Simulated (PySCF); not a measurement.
The numbers are results of PySCF with B3LYP-D3(BJ)/def2-TZVP, not measurements. Isolated molecules, 0 K electronic values unless said otherwise. B3LYP has the VWN-RPA correlation part, as in Gaussian. Excitations are Tamm–Dancoff values on a coarser integration grid. The basis has no diffuse functions, so Rydberg states are missing or too high.

Reference species (SMILES): `[NH2][Al]([F])[F]` (neutral, multiplicity 1).

```
Property                Value
-------------------  --------
LUMO                 -1.04 eV
T1 excitation (TDA)   5.17 eV
HOMO–LUMO gap         6.74 eV
```

Changed species: `[F][Al]([F])[F]` (0 of 3 F replaced by NH2; the reference has 1 of 3 F replaced by NH2).

Q: What does the change do to the LUMO, T1 excitation (TDA) and HOMO–LUMO gap?

A: the LUMO falls by 0.88 eV, to -1.92 eV; the T1 excitation (TDA) goes up by 2.72 eV, to 7.89 eV; the HOMO–LUMO gap rises by 2.75 eV, to 9.49 eV.
